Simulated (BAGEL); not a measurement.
# SiNH4F (SMILES N[SiH2]F) at PBE0/aug-cc-pVDZ (density fitting with qzvpp-jkfit)

What is the energy change on altering one bond length of SiNH4F at PBE0/aug-cc-pVDZ (density fitting with qzvpp-jkfit)? 

The results are computed with BAGEL 1.2.2.

### 1 The structure to begin with

SiNH4F: 7 atoms, total charge 0, spin state singlet. SMILES: `N[SiH2]F`. The shape is that of a PBE0-D4/def2-TZVP optimisation. This is one conformer, not always the lowest.

Bond lengths: N1–Si2 1.696 Å, Si2–F3 1.605 Å, N1–H4 1.006 Å, N1–H5 1.006 Å, Si2–H6 1.479 Å, Si2–H7 1.479 Å. Angles: N1–Si2–F3 114.6°, N1–Si2–H6 108.3°, N1–Si2–H7 108.3°, F3–Si2–H6 105.8°, F3–Si2–H7 105.8°, Si2–N1–H4 122.0°, Si2–N1–H5 122.0°, H6–Si2–H7 114.0°, H4–N1–H5 111.8°.

### 2 The energy at PBE0/aug-cc-pVDZ (density fitting with qzvpp-jkfit)

File dft.json:

```json
{ "bagel" : [

{
  "title" : "molecule",
  "basis" : "aug-cc-pvdz.json",
  "df_basis" : "qzvpp-jkfit",
  "angstrom" : "true",
  "geometry" : [
    { "atom" : "N", "xyz" : [      -0.761500,       0.339000,      -0.625200 ] },
    { "atom" : "Si", "xyz" : [       0.531100,      -0.115700,       0.373400 ] },
    { "atom" : "F", "xyz" : [       0.515100,      -1.653900,       0.829800 ] },
    { "atom" : "H", "xyz" : [      -0.786600,       0.105100,      -1.603600 ] },
    { "atom" : "H", "xyz" : [      -1.682200,       0.513500,      -0.258400 ] },
    { "atom" : "H", "xyz" : [       0.455900,       0.676200,       1.620700 ] },
    { "atom" : "H", "xyz" : [       1.789400,       0.068000,      -0.382300 ] }
  ]
},

{ "title" : "ks", "xc_func" : "pbe0" },

{ "title" : "print", "file" : "orbitals.molden", "orbitals" : "true" }

]}
```

The basis set aug-cc-pVDZ is read from a file made from the Basis Set Exchange's data (not shown).

Run with:

```bash
BAGEL_NUM_THREADS=1 BAGEL dft.json > dft.out
```

Standard output:

```text
* using 1 threads per process

  ===============================================================
  ===============================================================

  *** Geometry ***

  { "atom" : "N", "xyz" : [     -1.439026,      0.640617,     -1.181457 ] },
  { "atom" : "Si", "xyz" : [      1.003634,     -0.218641,      0.705624 ] },
  { "atom" : "F", "xyz" : [      0.973398,     -3.125418,      1.568095 ] },
  { "atom" : "H", "xyz" : [     -1.486459,      0.198610,     -3.030365 ] },
  { "atom" : "H", "xyz" : [     -3.178897,      0.970374,     -0.488305 ] },
  { "atom" : "H", "xyz" : [      0.861526,      1.277833,      3.062679 ] },
  { "atom" : "H", "xyz" : [      3.381476,      0.128501,     -0.722442 ] },

  Number of auxiliary basis functions:      354

  Since a DF basis is specified, we compute 2- and 3-index integrals:
    o Being stored without compression. Storage requirement is 0.034 GB

  Number of basis functions:      109
  Number of electrons      :       34

    * METHOD: MOLECULE                             0.15

  *** Kohn-Sham DFT ***

    * Removing 11425 points whose weight is below 1.00e-10
    * Grid points: 92917

  === Nuclear Repulsion ===
   118.5879466640

       - DIIS with orbital gradients will be used.

  === KS iteration (pbe0 / aug-cc-pvdz.json) ===
      0       -425.44500548          0.07836742           0.32
      1       -404.62962402          0.15526989           0.32
      2       -383.53950359          0.23244628           0.32
      3       -434.62523783          0.10832875           0.33
      4       -444.52289845          0.04616842           0.33
      5       -445.37539896          0.04623564           0.32
      6       -446.28060314          0.00679792           0.32
      7       -446.30369096          0.00246175           0.32
      8       -446.30785249          0.00068122           0.32
      9       -446.30812976          0.00008795           0.32
     10       -446.30813430          0.00001546           0.32
     11       -446.30813438          0.00000217           0.31
     12       -446.30813439          0.00000071           0.32
     13       -446.30813439          0.00000015           0.32
     14       -446.30813439          0.00000002           0.32
     15       -446.30813439          0.00000002           0.32
     16       -446.30813439          0.00000000           0.32
    * SCF iteration converged.

    * Permanent dipole moment:
           (    0.441833,    -0.448646,     0.430475) a.u.

    * METHOD: KS                                   5.97

    * METHOD: PRINT                                0.03

  ===============================================================
```

It took 6.3 s on 1 thread of Arm Neoverse V1, shared host; peak memory 0.46 GiB.

### 3 The distorted shape

File calc.json:

```json
{ "bagel": [

{
  "title": "molecule",
  "basis": "aug-cc-pvdz.json",
  "df_basis": "qzvpp-jkfit",
  "angstrom": "true",
  "geometry": [
    { "atom": "N", "xyz": [      -0.485305,       0.286653,      -0.735234 ] },
    { "atom": "Si", "xyz": [       0.807295,      -0.168047,       0.263366 ] },
    { "atom": "F", "xyz": [       0.791295,      -1.706247,       0.719766 ] },
    { "atom": "H", "xyz": [      -0.510405,       0.052753,      -1.713634 ] },
    { "atom": "H", "xyz": [      -1.682200,       0.513500,      -0.258400 ] },
    { "atom": "H", "xyz": [       0.732095,       0.623853,       1.510666 ] },
    { "atom": "H", "xyz": [       2.065595,       0.015653,      -0.492334 ] }
  ]
},

{
  "title": "ks",
  "xc_func": "pbe0",
  "charge": 0
},

{
  "title": "print",
  "file": "orbitals.molden",
  "orbitals": "true"
}

]}
```

The basis set aug-cc-pVDZ is read from a file made from the Basis Set Exchange's data (not shown).

Run with:

```bash
BAGEL_NUM_THREADS=1 BAGEL calc.json > calc.out
```

Standard output:

```text
* using 1 threads per process

  ===============================================================
  ===============================================================

  *** Geometry ***

  { "atom" : "N", "xyz" : [     -0.917094,      0.541696,     -1.389391 ] },
  { "atom" : "Si", "xyz" : [      1.525566,     -0.317563,      0.497690 ] },
  { "atom" : "F", "xyz" : [      1.495331,     -3.224340,      1.360161 ] },
  { "atom" : "H", "xyz" : [     -0.964526,      0.099689,     -3.238299 ] },
  { "atom" : "H", "xyz" : [     -3.178897,      0.970374,     -0.488305 ] },
  { "atom" : "H", "xyz" : [      1.383459,      1.178911,      2.854745 ] },
  { "atom" : "H", "xyz" : [      3.903409,      0.029580,     -0.930376 ] },

  Number of auxiliary basis functions:      354

  Since a DF basis is specified, we compute 2- and 3-index integrals:
    o Being stored without compression. Storage requirement is 0.034 GB

  Number of basis functions:      109
  Number of electrons      :       34

    * METHOD: MOLECULE                             0.15

  *** Kohn-Sham DFT ***

    * Removing 11044 points whose weight is below 1.00e-10
    * Grid points: 93298

  === Nuclear Repulsion ===
   117.3037526853

       - DIIS with orbital gradients will be used.

  === KS iteration (pbe0 / aug-cc-pvdz.json) ===
      0       -425.61662413          0.07731506           0.32
      1       -403.83128663          0.14788159           0.32
      2       -384.58320939          0.23277390           0.31
      3       -432.65197506          0.10332510           0.31
      4       -443.76512165          0.04966575           0.31
      5       -445.10537496          0.05072324           0.32
      6       -446.22639565          0.00776111           0.31
      7       -446.26405601          0.00139447           0.31
      8       -446.26491494          0.00037667           0.33
      9       -446.26496403          0.00025135           0.32
     10       -446.26500854          0.00004587           0.32
     11       -446.26500973          0.00000462           0.31
     12       -446.26500974          0.00000094           0.32
     13       -446.26500974          0.00000016           0.31
     14       -446.26500974          0.00000007           0.31
     15       -446.26500974          0.00000002           0.32
     16       -446.26500974          0.00000001           0.32
     17       -446.26500974          0.00000000           0.32
    * SCF iteration converged.

    * Permanent dipole moment:
           (    0.499485,    -0.467997,     0.402732) a.u.

    * METHOD: KS                                   6.26

    * METHOD: PRINT                                0.03

  ===============================================================
```

Wall time 6.6 s (1 thread of Arm Neoverse V1, shared host); peak memory 0.46 GiB.

### 4 Summary of results

At PBE0/aug-cc-pVDZ (density fitting with qzvpp-jkfit):

```
                                                         quantity          value
                                        first shape: total energy  -446.30813 Eh
                                       first shape: dipole moment         1.94 D
                                         first shape: HOMO energy       -8.16 eV
                                         first shape: LUMO energy       -0.28 eV
                                       first shape: HOMO–LUMO gap        7.88 eV
                                    distorted shape: total energy  -446.26501 Eh
                                   distorted shape: dipole moment         2.02 D
                                     distorted shape: HOMO energy       -8.02 eV
                                     distorted shape: LUMO energy       -0.90 eV
                                   distorted shape: HOMO–LUMO gap        7.12 eV
energy change with the N1–H5 bond stretched from 1.006 to 1.308 Å       1.173 eV
```

In words: With the N1–H5 bond stretched from 1.006 to 1.308 Å the energy rises by 1.17 eV (113 kJ/mol). The first shape isn't relaxed at this level, so the change isn't measured from a minimum.
